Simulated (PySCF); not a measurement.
One molecule, one basis, several functionals.

Compound: 3-methyl-2-butenenitrile, C5H7N.
Bonds: C1–C2, C2–C3, C2–C4 (double), C4–C5, C5–N6 (triple). Hydrogens: H7, H8, H9 on C1; H10, H11, H12 on C3; H13 on C4.

PySCF, pcSseg-1 basis, density fitting, gas phase, PBE0-D3(BJ)/def2-SVP geometry. One functional is left out:

| functional | exact exchange (%) | HOMO energy (eV) | LUMO energy (eV) | dipole moment (D) |
| --- | --- | --- | --- | --- |
| B97-D | 0 | -6.48 | -2.05 | 4.758 |
| BLYP | 0 | -6.36 | -1.98 | 4.699 |
| BP86 | 0 | -6.63 | -2.23 | 4.795 |
| LDA | 0 | -6.70 | -2.34 | 4.904 |
| OPBE | 0 | -6.50 | -2.06 | 4.699 |
| PBE | 0 | -6.53 | -2.13 | 4.737 |
| B3LYP | 20 | -7.41 | -1.41 | 4.823 |
| B97-2 | 21 | -7.39 | -1.27 | 4.854 |
| mPW1PW91 | 25 | -7.66 | -1.23 | 4.885 |
| BHandHLYP | 50 | -8.57 | -0.11 | 4.974 |

Task: Predict the row of PBE0 (25 % exact exchange) by straight lines through the other rows, and check it.

Result: 
| property | line | computed | computed − line | mPW1PW91 (25 %), for comparison |
| --- | --- | --- | --- | --- |
| HOMO energy (eV) | -7.58 | -7.63 | -0.05 | -7.66 |
| LUMO energy (eV) | -1.15 | -1.21 | -0.06 | -1.23 |
| dipole moment (D) | 4.869 | 4.874 | +0.005 | 4.885 |

Task: Which of these properties follows the share of exact exchange most closely, and which least?

Result: Most closely the HOMO energy, least the dipole moment; the correlations over the tabulated rows are HOMO energy -0.991, LUMO energy 0.988, dipole moment 0.773. The HOMO energy moves by -0.415 eV for every 10 %. Functionals with the same share still differ in their other parts: at 0 % BLYP and LDA differ by 0.34 eV in it.
